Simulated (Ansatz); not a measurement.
# FH₃Si₂, SMILES F[Si][SiH3]: a composite energy at a relaxed geometry

Computed with Ansatz 0.2.0 through its Python package.

Notebook, run cell by cell (the value of a cell's last expression is shown):

In [1]:
```python
import itertools

import ansatz as az
from ase.data import atomic_numbers, covalent_radii
import numpy as np

BASIS_SET = "def2-SVP"
FUNCTIONAL = "pbe0"
```

In [2]:
```python
geometry = (
    az.Crystal.molecule()
    .atom("F", (2.5287, 0.2775, 0.3585))
    .atom("Si", (1.4271, -0.7584, -0.3874))
    .atom("Si", (-0.648, -0.0041, -0.0487))
    .atom("H", (-0.7773, 1.345, -0.6193))
    .atom("H", (-0.9204, 0.0465, 1.3955))
    .atom("H", (-1.6101, -0.9065, -0.6986))
)

calculation = geometry.calculation()
calculation = calculation.basis(gaussian=BASIS_SET)
calculation = calculation.functional(FUNCTIONAL).spin("collinear", total=2)
symbols = [site.symbol for site in geometry.cartesian_sites]
start = np.array([site.position_ang for site in geometry.cartesian_sites], dtype=float)
rep = calculation.relax(force_tolerance=0.01).run(threads=1).report
end = np.array(rep["positions_ang"])
# pairs closer than 1.2 times the sum of covalent radii, before or after
radius = [covalent_radii[atomic_numbers[s]] for s in symbols]
span = lambda where, i, j: np.linalg.norm(where[i] - where[j])
bonded = [(i, j) for i, j in itertools.combinations(range(len(symbols)), 2) if min(span(start, i, j), span(end, i, j)) < 1.2 * (radius[i] + radius[j])]
print("pair        before    after (A)")
for i, j in bonded:
    print(f"{symbols[i]}{i}-{symbols[j]}{j}".ljust(10), f"{span(start, i, j):8.4f} {span(end, i, j):8.4f}")
```
```text
pair        before    after (A)
F0-Si1       1.6861   1.6395
Si1-Si2      2.2338   2.3414
Si2-H3       1.4705   1.4956
Si2-H4       1.4705   1.4956
Si2-H5       1.4705   1.4931
```

In [3]:
```python
minimum = az.Crystal.molecule()
for symbol, place in zip(symbols, end):
    minimum = minimum.atom(symbol, place.tolist())
at_minimum = minimum.calculation().spin("collinear", total=2)
# MP2 extrapolated to the basis limit, plus the small-basis difference CCSD(T) - MP2
level = lambda method, basis: at_minimum.basis(gaussian=basis).correlation(method).run(threads=1).report
small, large, cluster = level("mp2", "cc-pVDZ"), level("mp2", "cc-pVTZ"), level("ccsd_t", "cc-pVDZ")
corr = lambda each: (each["free_energy_ev"] - each["reference_energy_ev"]) / 27.211386246
mp2_limit = (27 * corr(large) - 8 * corr(small)) / 19
pieces = {"HF / cc-pVTZ": large["reference_energy_ev"] / 27.211386246, "MP2 correlation, DZ-TZ limit": mp2_limit, "CCSD(T) - MP2 / cc-pVDZ": corr(cluster) - corr(small)}
for name, value in pieces.items():
    print(f"{name:32s} {value:14.6f} Ha")
print(f"{'sum':32s} {sum(pieces.values()):14.6f} Ha")
print("T1 diagnostic", round(cluster["correlation"]["coupled_cluster"]["t1_diagnostic"], 4))
```
```text
HF / cc-pVTZ                        -679.094667 Ha
MP2 correlation, DZ-TZ limit          -0.499856 Ha
CCSD(T) - MP2 / cc-pVDZ               -0.046494 Ha
sum                                 -679.641017 Ha
T1 diagnostic 0.0197
```

Caveats:
- Total energies depend on the basis set; only differences at equal settings carry meaning.
- The sum leaves out core correlation, relativity, the Hartree-Fock basis error and zero-point energy; a DZ-TZ extrapolation is rough.
- The run takes the species as open-shell (spin multiplicity 3), which needn't be its ground state.
- Inner cores stay frozen, so this is valence correlation.
- For Al to Cl the sets with a tight d function, cc-pV(X+d)Z, are usual.
- An extrapolation from small basis sets is rough.
- Timing: 28 s on 1 thread of Arm Neoverse V1, with other jobs on the host, peak memory 0.34 GiB.
